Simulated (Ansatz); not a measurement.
ZrH, quartet: from triple and quadruple zeta to the limit

| atom | x (Å) | y (Å) | z (Å) |
| --- | --- | --- | --- |
| Zr | 0.0000 | 0.0000 | 0.0000 |
| H | 0.0000 | 0.0000 | 1.8590 |

Ansatz 0.2.0, UHF determinant, valence electrons correlated, core potentials past Kr. Energies in eV.

```csv
set,X,functions,Hartree–Fock,MP2 correlation,CCSD(T) correlation,time
def2-TZVPP,3,70,-1279.6163,-1.4194,-1.8463,"10 s on 1 × NVIDIA H100 80GB HBM3 with 1 thread of AMD EPYC 7R13 Processor (Zen 3), with other jobs on the host"
def2-QZVPP,4,111,-1279.6716,-1.5023,-1.9221,"14 s on 1 × NVIDIA H100 80GB HBM3 with 1 thread of AMD EPYC 7R13 Processor (Zen 3), on a shared host"
```

Hartree–Fock is taken to follow E(X) = E∞ + A·exp(−7.88·√X), correlation E(X) = E∞ + B·X^−2.97.

Cautions: no spin-orbit coupling; outer-core shells of the metal frozen; another spin lies lower.

Question: Work out the CCSD(T) energy at the limit, and how far the shortcut misses it that extrapolates MP2 and adds CCSD(T) minus MP2 from the smaller set.

Answer: Hartree–Fock: E∞ = E4 + 0.1377·(E4 − E3) = -1279.6792. Correlation: E∞ = E4 + 0.7407·(E4 − E3) = -1.9782 for CCSD(T) and -1.5637 for MP2. The limit is -1281.6574 eV, 0.064 eV below def2-QZVPP. The shortcut gives a correlation energy of -1.5637 + (-0.4270) = -1.9906, 12 meV lower than the direct value.

The exponents were fitted on light atoms, and def2 sets of heavy atoms don't grow evenly, so the limit is rough here.
